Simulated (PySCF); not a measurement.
# Basis and Hamiltonian dependence of the electron affinity of Si

Si- [Ne] 3s2 3p3 (4S) → Si [Ne] 3s2 3p2 (3P). All values are computed (PySCF 2.14, energy differences of UHF-based or UKS calculations, no spin-orbit coupling). Values in eV.

```tsv
basis	Hamiltonian	functions	UHF	LDA	PBE0	MP2 (valence)	CCSD(T) (valence)	CCSD(T) (valence and next inner shell)
aug-cc-pVDZ-DK	spin-free X2C	27	0.858	1.587	1.460	1.305	1.283	n/a
ANO-RCC-VTZP	spin-free X2C	34	0.729	1.430	1.318	1.243	1.237	n/a
aug-cc-pwCVDZ	non-relativistic	36	0.862	1.598	1.468	1.314	1.288	1.278
aug-cc-pVTZ-DK	spin-free X2C	50	0.847	1.590	1.454	1.381	n/a	n/a
aug-cc-pV(T+d)Z	non-relativistic	55	0.853	1.596	1.460	1.390	1.388	n/a
aug-cc-pCVTZ-DK	spin-free X2C	75	0.845	1.586	1.449	1.380	1.380	1.371
dyall-av3z	non-relativistic	84	0.851	1.597	1.460	1.387	1.386	n/a
dyall-av3z	spin-free X2C	84	0.843	1.590	1.453	1.379	1.378	n/a
aug-cc-pVQZ-DK	spin-free X2C	84	0.842	1.587	1.449	1.400	1.397	n/a
aug-cc-pV(Q+d)Z	non-relativistic	89	0.849	1.593	1.456	1.409	1.405	n/a
aug-cc-pCVTZ-DK with one added diffuse shell each of s, p, d, f type	spin-free X2C	91	0.845	1.595	1.453	1.382	1.381	1.372
dyall-acv3z	non-relativistic	113	0.848	1.596	1.459	1.386	1.385	n/a
aug-cc-pwCVQZ	non-relativistic	134	0.847	1.593	1.457	1.408	n/a	n/a
aug-cc-pV(5+d)Z	non-relativistic	136	0.848	1.594	1.458	1.418	n/a	n/a
```

Extrapolation of MP2 (valence) from aug-cc-pVTZ-DK and aug-cc-pVQZ-DK: the correlation parts are 0.534 and 0.559 eV; with the X⁻³ form and unrounded values, (4³ × 0.559 − 3³ × 0.534)/(4³ − 3³) = 0.577 eV, and adding the Hartree-Fock value 0.842 eV of the larger basis gives 1.418 eV.

Extrapolation of CCSD(T) (valence) from aug-cc-pV(T+d)Z and aug-cc-pV(Q+d)Z: the correlation parts are 0.534 and 0.556 eV; with the X⁻³ form and unrounded values, (4³ × 0.556 − 3³ × 0.534)/(4³ − 3³) = 0.572 eV, and adding the Hartree-Fock value 0.849 eV of the larger basis gives 1.421 eV.

Frozen in the all-electron rows: valence: [Ne]; valence and next inner shell: 1s2.

In most of these bases the highest occupied level of the anion is positive at LDA, PBE0, so the basis helps to hold the electron.

Between the lowest levels the reference is 1.390 eV (measured; photodetachment measurements, as compiled on the Wikipedia data page of electron affinities); it includes spin-orbit coupling, which these numbers lack.
